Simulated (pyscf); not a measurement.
A first-order saddle from PySCF, ωB97X-D3(BJ)/def2-SVP:

```xyz
10

Sc    -1.1068     0.3508    -0.1035
O     -1.4643     0.8445     1.8140
O      0.5234    -0.4775    -0.4033
O     -2.5864    -0.1336    -1.1064
H     -1.0225     0.6489     2.6457
H      1.1641    -1.0515    -0.8246
H     -3.2656    -0.5385    -1.6457
S     -0.9911     3.0214     0.0631
H     -1.2498     2.1577     1.2643
H     -2.2982     3.1166    -0.2533
```

Surface: singlet, charge 0. Lowest wavenumbers (cm⁻¹): 566i, 75, 112, 137, 151.

Problem. Name the species on either side of this saddle.

Solution. HO–Sc(OH)–OH (SMILES [OH][Sc]([OH])[OH]) + H₂S (SMILES S) <-> HO–Sc(OH)–SH (SMILES [OH][Sc]([OH])[SH]) + H₂O (SMILES O), a four-centre exchange read from left to right: O–Sc, H–S broken and S–Sc, H–O formed. At ωB97M-D3(BJ)/def2-TZVP it lies -0.38 eV from the left side and -0.58 eV from the right (each side as separated species at their lowest minima found). On the reactant side the descent ends in an adduct with a S–Sc contact, 0.78 eV under the separated species and 0.20 eV under the saddle at ωB97X-D3(BJ)/def2-TZVP. On the product side the descent ends in an adduct with a O–Sc contact, 1.17 eV under the separated species and 0.53 eV under the saddle at ωB97X-D3(BJ)/def2-TZVP. At ωB97M-D3(BJ) the saddle lies under the separated reactants, which points to a path from their complex (located at ωB97X-D3(BJ) alone). At ωB97M-D3(BJ) the saddle lies under the separated products, which points to a path from their complex (located at ωB97X-D3(BJ) alone), and parting the products costs more than the saddle. What is counted as formed (S–Sc) is already present as a longer contact in the reactant adduct; forming that adduct is a step of its own. What is counted as broken (O–Sc) persists as a longer contact in the product adduct; parting that adduct is a step of its own. At ωB97X-D3(BJ) the barrier from the zero used here is -0.58 eV. This is the saddle that the search found; another between the same sides may lie lower.
